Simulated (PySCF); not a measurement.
Simulated Cl 2p region for `[B]Cl` [singlet], binding energy against the vacuum level.

Every computed line was given a Gaussian of 0.4 eV full width at half maximum and an area set by the number of equivalent atoms (split 2:1 within a doublet); the highest printed point is 100. Level of theory: delta-SCF UKS SCAN, pcX-2 on the ionised atom, pcseg-1 elsewhere, spin-free X2C (PySCF 2.14.0).

binding energy (eV), intensity and a bar:
```
    207.3          1 
    207.4          4 #
    207.5         14 ####
    207.6         38 ############
    207.7         74 ######################
    207.8        100 ##############################
    207.9         96 #############################
    208.0         65 ###################
    208.1         31 #########
    208.2         11 ###
    208.3          3 #
    208.4          0 
    208.5          0 
    208.6          0 
    208.7          0 
    208.8          0 
    208.9          0 
    209.0          1 
    209.1          4 #
    209.2         12 ####
    209.3         27 ########
    209.4         44 #############
    209.5         51 ###############
    209.6         42 #############
    209.7         24 #######
    209.8         10 ###
    209.9          3 #
    210.0          1
```

How many maxima does the curve show, and how many computed lines lie under it?

The curve has 2 maxima (at 207.8 and 209.5 eV). Under it lie 2 lines from 1 inequivalent chlorine site, drawn as a 2p3/2, 2p1/2 pair.

Decompose the envelope and assign each component. Numbering: `[B:1][Cl:2]`.

```json
{"position (eV)": "207.84", "relative area": "0.67", "line": "Cl 2p3/2", "atoms": "Cl2", "environment": "chlorine bonded to B"}
{"position (eV)": "209.49", "relative area": "0.33", "line": "Cl 2p1/2", "atoms": "Cl2", "environment": "chlorine bonded to B"}
```

The curve has no shake-up lines and no vibrational structure. The 2p values add to the ΔSCF energy of one spin-free hole a correction within the shell (spin–orbit coupling, ligand field). 2p1/2 minus 2p3/2 (ligand field included): Cl 1.65 eV. Geometry: PBE0-D3(BJ)/def2-SVP; no solvent, vibrations or thermal averaging.
